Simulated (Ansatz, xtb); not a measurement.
Two isomers of H3O2S+

Structure a is `O[SH+]O`, a singlet and structure b is `OS[OH2+]`, a singlet. Both are isolated ions in the gas phase, relaxed with PBE0-D3(BJ)/def2-SVP; the shapes shown needn't be the lowest conformers.

a (Å):

```xyz
6

O    -0.5214   -0.7078    1.0419
O     0.2429    0.2685   -1.2115
S     0.2247    0.5030    0.3631
H    -0.4851    0.7480   -1.6562
H    -0.1714   -1.6029    0.8535
H     1.5361    0.1405    0.5098
```

b (Å):

```tsv
atom	x (Å)	y (Å)	z (Å)
O	-2.1204	0.5454	-0.7710
O	0.4249	0.8728	-1.4290
S	-0.9589	-0.3734	-1.3200
H	-2.6491	0.9530	-1.4855
H	0.8182	1.0623	-2.3037
H	1.0993	0.8552	-0.7207
```

Energies in hartree; the thermal terms are from PBE0-D3(BJ)/def2-SVP harmonic frequencies (ideal gas, rigid rotor, one conformer each, 298.15 K, 1 atm) and include the zero-point energy:

|  | a | b |
| --- | --- | --- |
| E, CCSD(T)/def2-TZVPP | −549.468568 | −549.450376 |
| zero-point energy | 0.040018 | 0.040752 |
| H(298 K) − E | 0.044825 | 0.046167 |
| G(298 K) − E | 0.014207 | 0.014318 |

**Question.** Work out ΔE, ΔE₀, ΔH and ΔG for a → b in kcal/mol (1 Eh = 627.51 kcal/mol) and the equilibrium ratio [b]/[a].

**Answer.** 1. ΔE = −549.450376 − (−549.468568) = +0.018192 Eh = +11.42 kcal/mol.
2. ΔE₀ = ΔE + ΔZPE = +0.018192 + (+0.000734) Eh = +11.88 kcal/mol.
3. ΔH = ΔE + (+0.001342) Eh = +12.26 kcal/mol.
4. ΔG = ΔE + (+0.000111) Eh = +11.49 kcal/mol, so ΔS = (ΔH − ΔG)/T = +10.8 J/(mol K).
5. kT = 0.9442 mEh, so K = [b]/[a] = exp(−ΔG/kT) = exp(−19.38) ≈ 3.8 × 10^−9.

Structure a is favoured at this temperature. An error of 1 kcal/mol in ΔG would change K by a factor of 5.4. HF/STO-3G gave ΔE the other sign. Mirror images and further conformers aren't counted.

As drawn, b has 1 O–H in place of 1 S–H.

Other levels gave ΔE = +20.3 (GFN2-xTB); −41.5 (HF/STO-3G, GFN2-xTB geometries); +2.2 (r2SCAN-D4/def2-SVP, GFN2-xTB geometries); +3.4 (PBE0-D3(BJ)/def2-SVP); +12.9 (HF/def2-TZVPP); +13.1 (MP2/def2-TZVPP) kcal/mol. The correlated steps freeze 7 core orbitals. Programs: Ansatz 0.2.0, xtb 6.7.1.
